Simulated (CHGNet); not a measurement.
**Antiferromagnetic bcc Cr**

These are the machine-learned potential CHGNet-r²SCAN (trained on r²SCAN data) values and carry that method's errors.

Cell: relaxed at this level.

```json
{
 "volume_per_atom": "11.56 Å³/atom",
 "lattice_parameter_a": "2.849 Å",
 "vacancy_formation_energy": "1.49 eV"
}
```

Measured, for comparison: equilibrium volume per atom 11.91 Å³/atom, lattice constant a 2.877 Å (corrected for temperature and zero-point phonon effects; as tabulated in Levämäki et al. (2014), arXiv:1402.3671); vacancy formation energy 2 eV (no zero-point or thermal correction, monovacancy, our sources range from 2.00 to 2.27; as tabulated in Nandi et al. (2010), arXiv:0904.3859). Computed (rounded) less measured: equilibrium volume per atom -2.9 %, lattice constant a -1.0 %, vacancy formation energy not scored (sources differ).

A machine-learned potential is trained on density-functional data: it inherits that level's misses and adds fitting errors of its own.
